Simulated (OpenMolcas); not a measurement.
**SiHOF (SMILES O[Si]F): methods side by side**

The species is SiHOF (4 atoms), meant as a singlet with charge 0. SMILES: `O[Si]F`. The shape is that of a GFN2-xTB optimisation.

```xyz
4

O    -0.5607    0.7358   -0.1787
Si    0.2701    0.0782    1.0294
F     0.9032   -1.2144    0.2263
H    -0.6125    0.4003   -1.0770
```

Each level gives the energy change with the Si2–F3 bond stretched from 1.648 to 2.884 Å (eV). The values are calculated.

```json
{"level": "SVWN5/STO-3G (restricted)", "kind": "LDA", "program": "OpenMolcas", "value (eV)": "5.65", "CPU time (all runs)": "11 s"}
{"level": "PBE/STO-3G (restricted)", "kind": "GGA", "program": "OpenMolcas", "value (eV)": "5.24", "CPU time (all runs)": "12 s"}
{"level": "B3LYP/STO-3G (restricted)", "kind": "global hybrid", "program": "OpenMolcas", "value (eV)": "?", "CPU time (all runs)": "9.6 s"}
{"level": "M06-2X/STO-3G (restricted)", "kind": "hybrid meta-GGA", "program": "OpenMolcas", "value (eV)": "6.47", "CPU time (all runs)": "10 s"}
{"level": "PBE0/STO-3G (restricted)", "kind": "global hybrid", "program": "OpenMolcas", "value (eV)": "?", "CPU time (all runs)": "8.6 s"}
{"level": "MP2/STO-3G (restricted)", "kind": "perturbation theory", "program": "OpenMolcas", "value (eV)": "5.65", "CPU time (all runs)": "3.1 s"}
{"level": "MRCI(2,2)/STO-3G", "kind": "multireference", "program": "OpenMolcas", "value (eV)": "4.18", "CPU time (all runs)": "3.4 s"}
{"level": "FCI/STO-3G", "kind": "exact in the basis", "program": "OpenMolcas", "value (eV)": "4.28", "CPU time (all runs)": "3.6 min"}
```

Task: Estimate what the levels marked ? give.

Result: As computed at these levels: B3LYP/STO-3G (restricted): 5.78 eV; PBE0/STO-3G (restricted): 5.96 eV. The first shape isn't each level's own minimum. The values span 4.18 to 6.47 eV. All rows use very small basis sets, so even the best lies far from the true value. Times are those of the runs behind each value, whatever else they computed, on shared processors of several kinds: orders of magnitude only.
